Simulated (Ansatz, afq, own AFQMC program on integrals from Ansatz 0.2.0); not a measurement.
Where AFQMC and coupled cluster stand for BH2O, doublet

```csv
atom,x (Å),y (Å),z (Å)
B,0.0000,-0.5747,0.5801
O,0.0000,0.3538,-0.3763
H,0.0000,0.5412,1.0232
H,0.0000,0.0068,-1.2729
```

Connectivity, by distances: BH–OH.

Basis cc-pVDZ. Only valence electrons are correlated. AFQMC by an in-house program on the Cholesky factors that Ansatz 0.2.0 writes for its CCSD(T) run. ph-AFQMC/CISD is guided by a CISD state made of CCSD amplitudes; releasing the constraint for a short imaginary time cuts its bias at the price of noise, slowly where states lie close. Free projection: walkers drawn from exp(T), propagated without any constraint. Its projection time is finite, and what remains of the start isn't in its error. ± is one standard error of the sampling.

Determinant: UHF, the one that the program's search chose, which needn't be the lowest solution. The geometry is a point of a scan.

No full CI on the walks' own integrals is used here; CCSDT(Q) serves as the reference and is uncertain by about the last step of the cluster series.

The T1 diagnostic is 0.0220 and the weight of the determinant in the CISD state is 0.897. The ⟨S²⟩ of the determinant is 0.762 and the size of the correlated space is 11 electrons in 36 orbitals.

Reference: CCSDT(Q), correlation energy -7.954 eV. The released energy is read at 2.40 1/Eh (meV from the phaseless value at times in 1/Eh: -8 ± 13 at 0.24, 9 ± 13 at 0.51, 12 ± 14 at 0.99, 32 ± 16 at 1.62, 35 ± 19 at 2.40).

```json
{"level": "HF", "E − E(reference) (kJ/mol)": "767.4", "share of correlation (%)": "0.00"}
{"level": "MP2", "E − E(reference) (kJ/mol)": "70.4", "share of correlation (%)": "90.83"}
{"level": "CCSD", "E − E(reference) (kJ/mol)": "24.9", "share of correlation (%)": "96.76"}
{"level": "CCSD(T)", "E − E(reference) (kJ/mol)": "3.8", "share of correlation (%)": "99.50"}
{"level": "CCSDT", "E − E(reference) (kJ/mol)": "2.0", "share of correlation (%)": "99.74"}
{"level": "ph-AFQMC/HF", "E − E(reference) (kJ/mol)": "-0.3 ± 7.4", "share of correlation (%)": "100.04"}
{"level": "ph-AFQMC/CISD", "E − E(reference) (kJ/mol)": "-1.2 ± 1.3", "share of correlation (%)": "100.16"}
{"level": "released AFQMC", "E − E(reference) (kJ/mol)": "2.1 ± 1.8", "share of correlation (%)": "99.72"}
{"level": "free AFQMC", "E − E(reference) (kJ/mol)": "1.6 ± 2.2", "share of correlation (%)": "99.79"}
```

Free projections are given only where their last times agree within the noise and don't stop above the reference; a slow remainder of the start can still hide under it. A walk keeps the symmetry of its determinant, which the program's search chose and which needn't be the lowest solution, so a lower state of the same spin and another symmetry isn't excluded. Released energies are given only where the last usable release times agree within the noise; a slower fall can still hide under it.
